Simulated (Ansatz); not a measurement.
Basis-set extrapolation for `C#CCNCO` (PBE0-D4/def2-TZVP geometry, frozen core, Ansatz). Multiplicity 1, RHF reference.

|  | def2-TZVPP | def2-QZVPP |
| --- | --- | --- |
| HF | -284.891103 | -284.904055 |
| MP2 correlation | -1.092683 | -1.168339 |
| CCSD(T) correlation | -1.174863 | not run |

Energies in hartree. Use E(X) = E(∞) + A·exp(−7.88·√X) for Hartree–Fock and E(X) = E(∞) + B·X^(−2.97) for correlation, with X = 3 and 4, and add CCSD(T) minus MP2 of the smaller set to the MP2 limit.

Task: What is the CCSD(T) energy at the basis-set limit?

Result: HF limit: -284.904055 + (-0.012952) × 0.13774 = -284.90584. MP2 limit: -1.168339 + (-0.075656) × 0.74074 = -1.22438. Higher-order term: -1.174863 − (-1.092683) = -0.08218. Total: -286.21240 hartree, 91.9 kcal/mol below CCSD(T)/def2-TZVPP.
